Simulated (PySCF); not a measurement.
Reaction (SMILES): P (PH3) → [PH2-] + H+
B3LYP-D3(BJ)/def2-TZVP geometries, fixed; electronic energies without zero-point terms.
Largest species:
```
P
H 1 1.4188
H 1 1.4188 2 93.38
H 1 1.4188 2 93.38 3 93.59
```
Charge 0, spin multiplicity 1.

How fast the deprotonation energy converges with the basis for several methods (PySCF): deviation from each method's own reference, in kcal/mol. References: HF 376.48 kcal/mol, the value in aug-pcseg-3; PBE 369.63 kcal/mol, the value in aug-pcseg-3; PBE0 372.41 kcal/mol, the value in aug-pcseg-3. All functions are spherical. Density fitting with generated auxiliary sets. No added dispersion term, no relativity. 

```csv
basis,functions,HF,PBE,PBE0
pcseg-1,33,…,5.56,3.79
def2-SVP,33,…,18.82,15.96
6-311G**,44,…,1.74,0.69
def2-TZVP,55,…,8.06,6.48
"6-311++G(2d,2p)",65,…,0.49,0.18
def2-TZVPD,70,…,5.72,4.43
pcseg-2,76,…,5.54,4.28
def2-TZVPP,84,…,8.12,6.52
"6-311++G(3df,3pd)",101,…,0.62,0.32
aug-pcseg-2,119,…,-0.22,-0.29
pcseg-3,163,…,2.09,1.44
def2-QZVPPD,175,…,3.63,2.69
```

Task: Some entries are withheld; supply them.

Result: 
- pcseg-1, HF: 2.34
- def2-SVP, HF: 14.34
- 6-311G**, HF: -0.22
- def2-TZVP, HF: 5.81
- 6-311++G(2d,2p), HF: -0.42
- def2-TZVPD, HF: 3.82
- pcseg-2, HF: 3.88
- def2-TZVPP, HF: 5.86
- 6-311++G(3df,3pd), HF: 0.06
- aug-pcseg-2, HF: -0.40
- pcseg-3, HF: 1.08
- def2-QZVPPD, HF: 2.21

Mean absolute deviation over 6-311G**, def2-TZVP, 6-311++G(2d,2p), def2-TZVPD, pcseg-2, def2-TZVPP, 6-311++G(3df,3pd), aug-pcseg-2: HF 2.56, PBE0 2.90, PBE 3.82 kcal/mol.
